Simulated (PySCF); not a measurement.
# LiC: frontier orbitals

PBE at R = 1.914 Å; basis Li 3-21G, C 3-21G; no relativity; PySCF 2.14. State: ⁴Σ⁻ (quartet), unpaired electrons σ ↑, π ↑↑. Only the outer orbitals are listed, counted within each symmetry.

```csv
spin,orbital,occ.,ε (eV),on Li (%),main shells (%)
α,2σ,1,-50.84,100,100 Li s
α,3σ,1,-12.29,5,95 C s
α,4σ,1,-4.36,17,"82 C p, 11 Li s"
α,1π,1,-3.86,16,"84 C p, 16 Li p"
α,1π,1,-3.86,16,"84 C p, 16 Li p"
α,5σ,0,-2.10,96,"72 Li s, 24 Li p"
α,2π,0,-0.16,87,"87 Li p, 13 C p"
α,2π,0,-0.16,87,"87 Li p, 13 C p"
β,2σ,1,-50.70,100,100 Li s
β,3σ,1,-9.13,10,89 C s
β,4σ,0,-1.58,66,"53 Li s, 30 C p, 13 Li p"
β,1π,0,-1.29,43,"57 C p, 43 Li p"
β,1π,0,-1.29,43,"57 C p, 43 Li p"
```

Which are the highest filled and the lowest empty level, where do they sit, and how wide is the gap?

Highest filled α 1π at -3.86 eV (in %: 84 C p, 16 Li p); lowest empty α 5σ at -2.10 eV (in %: 72 Li s, 24 Li p); the gap at PBE is 1.76 eV.

```
bond order (Mayer)                              : 1.07
⟨S²⟩                                            : 3.752
charge on Li (Mulliken, basis-dependent)        : 0.37
charge on Li (Löwdin, basis-dependent)          : 0.11
dipole moment (positive dipole means Li(−)C(+)) : -5.14 D
polarisability along the bond                   : 41.0 bohr³
polarisability across the bond                  : 33.9 bohr³
```

3-21G is very small, so such numbers show the basis as much as the molecule. The state is the lowest determinant that a PBE0 search found; another state may lie lower at other levels.
